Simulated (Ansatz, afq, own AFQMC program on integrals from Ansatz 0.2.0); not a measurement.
# Where AFQMC and coupled cluster stand for TiH, quartet

```json
{"atom": "Ti", "x (Å)": "0.0000", "y (Å)": "0.0000", "z (Å)": "0.0000"}
{"atom": "H", "x (Å)": "0.0000", "y (Å)": "0.0000", "z (Å)": "1.7540"}
```

Basis def2-TZVP. Noble-gas cores (and the filled d shells of Ga–Kr and In–Xe) are frozen. Ansatz 0.2.0 and our own AFQMC program on the same integrals; the CISD trial comes from CCSD amplitudes, and released means the phaseless constraint is let go. Uncertainties: one standard error, sampling alone. The metal's outer-core s and p shells are frozen, which shifts wave-function levels against functionals.

Determinant: ROHF, the one that the program's search chose, which needn't be the lowest solution. The geometry is a PBE0/def2-TZVP stationary point of this or a neighbouring charge and spin state.

No full CI on the walks' own integrals is used here; CCSDT(Q) serves as the reference and is uncertain by about the last step of the cluster series.

Cautions: no relativity below Rb; outer-core shells of the metal frozen; lower spins were not checked; higher spins were not checked; strong correlation (T1 0.063, weight of the determinant 0.91, largest double 0.07); released walk and highest rung disagree (by 22 meV at 0.99 1/Eh, later times being noisier); CCSDT(Q) on the UHF determinant differs (53 meV lower), by its state or its frozen core.

* T1 diagnostic: 0.0634
* weight of the determinant in the CISD state: 0.911
* size of the correlated space: 5 electrons in 42 orbitals

Reference: CCSDT(Q), correlation energy -1.664 eV. The released energy is read at 0.99 1/Eh, later times being too noisy (meV from the phaseless value at times in 1/Eh: -4 ± 6 at 0.24, -12 ± 6 at 0.51, -12 ± 7 at 0.99, -24 ± 9 at 1.62, -32 ± 10 at 2.40).

```
         level  E − E(reference) (kJ/mol)  share of correlation (%)
            HF                      160.6                      0.00
           MP2                       48.6                     69.75
          CCSD                        7.1                     95.57
       CCSD(T)                        3.1                     98.06
         CCSDT                        0.2                     99.87
   ph-AFQMC/HF                 10.7 ± 2.0                     93.34
 ph-AFQMC/CISD                  3.3 ± 0.4                     97.96
released AFQMC                  2.1 ± 0.7                     98.70
```

Released energies are given only where the last usable release times agree within the noise; a slower fall can still hide under it.
